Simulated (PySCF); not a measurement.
# Dipole moment and polarisability of `CCCC(=O)Cl`

C4H7ClO.
Geometry (GFN2-xTB, Å), atoms numbered from 1 in this order:
```xyz
13
C4H7ClO angstrom
C      1.8249    0.0037   -0.0425
C      0.4155   -0.4474   -0.4023
C     -0.6385    0.3615    0.3542
C     -2.0217   -0.0706    0.0085
O     -2.3759   -0.9180   -0.7361
Cl    -3.2396    0.8824    0.8943
H      1.9706    1.0517   -0.2942
H      2.0094   -0.1217    1.0220
H      2.5578   -0.5844   -0.5885
H      0.2521   -0.3330   -1.4747
H      0.2930   -1.5046   -0.1632
H     -0.5460    1.4267    0.1273
H     -0.5060    0.2542    1.4339
```

Level: PBE0/def2-SVPD (PySCF), static field, nuclei fixed, core orbitals frozen in the response. The polarisability tensor in these axes (au):

```
x   80.09 -5.07 -5.37
y   -5.07 61.13  8.45
z   -5.37  8.45 59.52
```

Problem. Give the principal values, the mean and the anisotropy Δα = √{½[(α1 − α2)² + (α2 − α3)² + (α1 − α3)²]}.

Solution. Principal values 51.83, 65.19 and 83.74 au; mean 66.92 au = 9.92 Å³ = 11.03 × 10⁻⁴⁰ C²·m²/J; Δα = 27.76 au (41 % of the mean).

Problem. What is the dipole moment, and where does it point?

Solution. (2.89, 0.78, 0.61) D, 3.05 D in size, pointing from the negative to the positive side. Measured along this direction, the outermost atoms are Cl6 and O5 at the negative end and H9, H8 and H7 at the positive end.

Problem. Estimate the molar refractivity from the static electronic polarisability.

Solution. Lorentz–Lorenz: R = (4π/3)N_A α = 2.5225 cm³/(mol·Å³) × 9.92 Å³ = 25.0 cm³/mol, in the limit of long wavelengths.

Problem. Directions of the eigenvectors, and the extent of the frame along each?

Solution. Largest value along (0.90, -0.32, -0.31), where the nuclei span 6.12 Å; middle along (0.44, 0.68, 0.59), 3.51 Å; least along (0.02, -0.67, 0.75), 1.76 Å. The response follows the extents in order.

Problem. Find the Langevin capture rate constant for H3O+ (19.018 u) meeting this molecule (106.019 u), k = 2.342 × 10⁻⁹ cm³/s × √(α in Å³ / reduced mass in u).

Solution. The reduced mass is 16.13 u, so k = 1.84 × 10⁻⁹ cm³/s. The formula leaves out the permanent dipole, which adds to the capture rate.

Problem. In TDDFT the mean static polarisability is Σ f/ω² over all singlet excitations (ω in hartree). How much of it do the 8 lowest give? Their energies (eV) and oscillator strengths: 5.23, 0.0000; 6.37, 0.0002; 6.88, 0.0145; 7.72, 0.0254; 7.88, 0.0013; 7.98, 0.0488; 8.06, 0.0134; 8.25, 0.0014.

Solution. They add up to 1.30 au, 1.9 % of the 66.92 au; the largest single term is 0.57 au, from the state at 7.98 eV. Terms in order: 0.00, 0.00, 0.23, 0.32, 0.02, 0.57, 0.15, 0.01 au. Higher excitations give the rest. The strengths listed sum to 0.105.

One conformer (not necessarily the lowest) at the GFN2-xTB geometry, without solvent, vibrations or thermal averaging.
